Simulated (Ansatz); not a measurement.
Born–Oppenheimer molecular dynamics of CH7B (9 atoms, charge 0, multiplicity 1). It starts at the highest image of a converged band, a first-order saddle point between two minima.

Method: RKS B3LYP-D4/def2-SVP (Ansatz 0.2.0).

- ensemble: NVE (velocity Verlet)
- time step: 0.5 fs
- steps asked: 200
- starting velocities drawn for: 300 K
- seed: 6860

Frames 1 fs apart, positions in Å.

Velocities at 15.0 fs (Å/ps):

```
B 4.64 -5.70 -2.41
C 1.94 2.45 -4.26
H -22.27 8.99 19.55
H -0.69 5.39 -3.47
H -27.37 35.54 31.61
H 0.46 5.17 15.50
H -3.88 4.98 5.46
H -6.63 -7.76 0.47
H -12.56 -20.40 7.47
```

```xyz
9
Properties=species:S:1:pos:R:3 time_fs=15.0 energy_less_start_eV=-0.044 T=350
B 0.239 -0.884 0.256
C -0.374 0.872 -0.083
H -0.670 -1.712 0.145
H 0.843 -0.703 1.265
H 0.317 0.023 -0.657
H 1.092 -1.084 -0.640
H -1.011 1.137 -0.957
H -1.071 0.891 0.764
H 0.486 1.597 0.135
9
Properties=species:S:1:pos:R:3 time_fs=16.0 energy_less_start_eV=-0.099 T=410
B 0.244 -0.890 0.253
C -0.372 0.875 -0.087
H -0.691 -1.699 0.166
H 0.842 -0.697 1.264
H 0.288 0.060 -0.626
H 1.092 -1.080 -0.624
H -1.012 1.142 -0.951
H -1.076 0.881 0.765
H 0.467 1.575 0.140
9
Properties=species:S:1:pos:R:3 time_fs=17.0 energy_less_start_eV=-0.102 T=412
B 0.249 -0.898 0.251
C -0.370 0.879 -0.091
H -0.709 -1.680 0.186
H 0.841 -0.690 1.266
H 0.258 0.099 -0.600
H 1.092 -1.079 -0.609
H -1.009 1.150 -0.946
H -1.077 0.867 0.765
H 0.442 1.554 0.142
9
Properties=species:S:1:pos:R:3 time_fs=18.0 energy_less_start_eV=-0.053 T=359
B 0.254 -0.907 0.249
C -0.370 0.884 -0.094
H -0.722 -1.654 0.207
H 0.838 -0.682 1.273
H 0.230 0.132 -0.582
H 1.093 -1.082 -0.596
H -1.002 1.160 -0.942
H -1.072 0.847 0.762
H 0.418 1.542 0.144
9
Properties=species:S:1:pos:R:3 time_fs=19.0 energy_less_start_eV=-0.043 T=351
B 0.258 -0.918 0.247
C -0.372 0.890 -0.096
H -0.733 -1.623 0.228
H 0.834 -0.674 1.282
H 0.210 0.151 -0.576
H 1.096 -1.089 -0.588
H -0.995 1.174 -0.941
H -1.062 0.823 0.758
H 0.402 1.545 0.147
9
Properties=species:S:1:pos:R:3 time_fs=20.0 energy_less_start_eV=-0.153 T=471
B 0.264 -0.930 0.247
C -0.376 0.897 -0.098
H -0.742 -1.590 0.248
H 0.826 -0.665 1.293
H 0.202 0.151 -0.585
H 1.101 -1.101 -0.585
H -0.987 1.193 -0.945
H -1.048 0.794 0.752
H 0.397 1.567 0.153
9
Properties=species:S:1:pos:R:3 time_fs=21.0 energy_less_start_eV=-0.307 T=638
B 0.269 -0.943 0.247
C -0.383 0.906 -0.098
H -0.750 -1.556 0.266
H 0.816 -0.657 1.303
H 0.204 0.135 -0.607
H 1.109 -1.119 -0.588
H -0.981 1.216 -0.952
H -1.034 0.761 0.747
H 0.401 1.604 0.162
9
Properties=species:S:1:pos:R:3 time_fs=22.0 energy_less_start_eV=-0.385 T=724
B 0.276 -0.956 0.249
C -0.390 0.915 -0.098
H -0.761 -1.526 0.283
H 0.803 -0.650 1.311
H 0.210 0.111 -0.637
H 1.119 -1.142 -0.595
H -0.977 1.242 -0.963
H -1.023 0.725 0.745
H 0.406 1.648 0.171
9
Properties=species:S:1:pos:R:3 time_fs=23.0 energy_less_start_eV=-0.369 T=708
B 0.283 -0.969 0.252
C -0.396 0.926 -0.099
H -0.775 -1.499 0.297
H 0.788 -0.644 1.317
H 0.216 0.088 -0.669
H 1.128 -1.170 -0.605
H -0.975 1.270 -0.974
H -1.015 0.688 0.748
H 0.406 1.690 0.179
9
Properties=species:S:1:pos:R:3 time_fs=24.0 energy_less_start_eV=-0.315 T=649
B 0.291 -0.982 0.255
C -0.401 0.938 -0.100
H -0.791 -1.477 0.309
H 0.772 -0.640 1.320
H 0.218 0.072 -0.697
H 1.136 -1.203 -0.616
H -0.975 1.299 -0.982
H -1.012 0.651 0.753
H 0.396 1.726 0.184
9
Properties=species:S:1:pos:R:3 time_fs=25.0 energy_less_start_eV=-0.276 T=607
B 0.300 -0.995 0.259
C -0.404 0.950 -0.102
H -0.808 -1.461 0.318
H 0.756 -0.639 1.321
H 0.214 0.069 -0.719
H 1.140 -1.241 -0.624
H -0.975 1.327 -0.985
H -1.010 0.616 0.757
H 0.375 1.750 0.185
9
Properties=species:S:1:pos:R:3 time_fs=26.0 energy_less_start_eV=-0.279 T=610
B 0.309 -1.009 0.263
C -0.406 0.963 -0.105
H -0.824 -1.450 0.324
H 0.743 -0.638 1.321
H 0.202 0.080 -0.732
H 1.140 -1.281 -0.630
H -0.976 1.352 -0.983
H -1.009 0.586 0.756
H 0.344 1.762 0.184
```

Of the whole run (100 fs, mean temperature of the second half 917 K): The conserved energy stayed within 0.38 meV per atom of its start (net change -0.19 meV per atom), so the integration is sound. The system heated up, since it started high on the potential surface and ran downhill. A run of 0.1 ps of so small a system gives no equilibrium averages. The orbitals stay closed-shell, which can raise the energy where a bond breaks towards radicals; this wasn't checked here.

Run time: 3.6 min on 1 CPU thread of a shared host.
